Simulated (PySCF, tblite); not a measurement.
CH3BN (charge -1).
Numbering: `[BH3-:1][C:2]#[N:3]` (hydrogens: H4, H5, H6 on B1)
Bond orders are those of one Lewis drawing.

Computed with GFN2-xTB (tblite), gas phase: Langevin dynamics at 300 K from the optimised GFN2-xTB geometry, time step 0.5 fs, friction 0.01 fs⁻¹, 2000 steps. Over the second half of the run the saved frames average 307 K.

Frame at 250 fs, instantaneous temperature 247 K:
```
atom  x, y, z in Å
B1     -0.804   -0.386    0.210
C2      0.740   -0.574    0.205
N3      1.859   -0.843    0.285
H4     -1.127    0.713   -0.182
H5     -1.271   -1.150   -0.623
H6     -1.234   -0.619    1.470
```

Frame at 425 fs, instantaneous temperature 216 K:
```
atom  x, y, z in Å
B1     -0.802   -0.275    0.068
C2      0.453   -1.232    0.151
N3      1.428   -1.837    0.375
H4     -0.841    0.408    1.131
H5     -0.591    0.554   -0.788
H6     -1.828   -0.873   -0.107
```

Frame at 625 fs, instantaneous temperature 341 K:
```
atom  x, y, z in Å
B1     -1.113   -0.253   -0.172
C2      0.220   -1.070   -0.003
N3      1.159   -1.716    0.037
H4     -1.465   -0.230    0.911
H5     -0.873    0.780   -0.698
H6     -1.827   -0.954   -0.870
```

Frame at 800 fs, instantaneous temperature 410 K:
```
atom  x, y, z in Å
B1     -0.804   -0.224   -0.889
C2      0.535   -0.960   -0.339
N3      1.499   -1.568   -0.046
H4     -1.500   -0.738   -0.076
H5     -0.597    0.951   -0.620
H6     -0.951   -0.494   -2.043
```

Frame at 1000 fs, instantaneous temperature 274 K:
```
atom  x, y, z in Å
B1      0.080   -0.357   -0.912
C2      0.881   -1.457   -0.069
N3      1.447   -2.250    0.612
H4      0.056   -0.768   -2.037
H5     -0.947   -0.266   -0.489
H6      0.547    0.749   -0.836
```

Task: What do single points at PBE0/pcSseg-1 (PySCF, gas phase) give on these frames?

Result: 
| t (fs) | GFN2-xTB E above start (eV) | DFT E above lowest frame (eV) | HOMO (eV) | LUMO (eV) |
| --- | --- | --- | --- | --- |
| 250 | 0.15 | 0.10 | -2.59 | 6.58 |
| 425 | 0.08 | 0.00 | -2.45 | 6.55 |
| 625 | 0.19 | 0.17 | -2.60 | 7.12 |
| 800 | 0.27 | 0.19 | -2.59 | 6.83 |
| 1000 | 0.26 | 0.17 | -2.60 | 6.64 |

Both levels order the frames alike by energy; measured from each level's lowest frame they differ by 0.06 eV at most. The HOMO–LUMO gap runs from 9.00 to 9.72 eV. These are instantaneous structures, not minima.

Task: And the isotropic GIAO shieldings (ppm) from the same runs?

Result: 
```tsv
atom	250 fs	425 fs	625 fs	800 fs	1000 fs	mean	range
B1	150.8	153.0	157.6	153.6	155.5	154.1	6.8
C2	40.0	35.0	41.2	29.7	28.1	34.8	13.1
N3	-36.0	-44.6	-23.6	-45.2	-53.0	-40.5	29.4
H4	31.2	30.3	32.7	31.3	31.8	31.5	2.4
H5	30.8	31.2	32.1	31.3	33.0	31.7	2.2
H6	29.2	31.6	31.3	31.4	31.6	31.0	2.4
```

What follows is the cost of the whole dynamics run. The run took 2.7 s of wall time on an AMD EPYC 9R14 with one thread, shared host with 96 logical CPUs at a one-minute load of 42, and the process peaked at 0.18 GiB of memory.
